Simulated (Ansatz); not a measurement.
# Al2H, doublet: reading a ladder of total energies

Geometry: a point of a stretch scan, not a stationary point.

```xyz
3

Al    0.0000    0.0000    1.1306
Al    0.0000    0.0000   -3.8804
H     0.0000    0.0000    2.7498
```

Basis 6-31G; Ansatz 0.2.0. Correlated methods freeze the noble-gas cores, which leaves 7 electrons in 18 orbitals. R marks a restricted (for open shells ROHF) determinant, U an unrestricted one.

Full CI is exact within this basis and frozen core; it isn't the basis-set limit. The frozen core follows each run's orbitals, which can shift R against U totals by a few meV.

Runs differ by some tens of microhartree through their thresholds and, for an open shell, their frozen cores, so steps under 0.1 kcal/mol mean nothing.

| level | total energy (hartree) |
| --- | --- |
| UHF | -484.281484 |
| UMP2 | -484.327687 |
| UCCSD | -484.356596 |
| UCCSD(T) | -484.357044 |
| UCCSDT | -484.357244 |
| UCCSDT(Q) | -484.357287 |
| UCCSDTQ | -484.357306 |
| full CI | -484.357305 |

**Question.** What is the correlation energy at full CI, and what share of it do UMP2 and UCCSD(T) recover?

**Answer.** E(corr) = -484.357305 − (-484.281484) = -0.075821 hartree = -2.063 eV. UMP2: -0.046203 / -0.075821 = 60.94 %. UCCSD(T): -0.075560 / -0.075821 = 99.66 %.

**Question.** By how many kcal/mol does UCCSD(T) miss full CI (1 hartree = 627.509 kcal/mol), and which steps make up the rest?

**Answer.** -484.357044 − (-484.357305) = 0.000261 hartree = 0.16 kcal/mol. Steps: UCCSDT − UCCSD(T) = -0.13, UCCSDT(Q) − UCCSDT = -0.03, UCCSDTQ − UCCSDT(Q) = -0.01, full CI − UCCSDTQ = 0.00 kcal/mol. That is within 1 kcal/mol of the reference in this basis, which itself misses far more of the correlation at the basis-set limit.
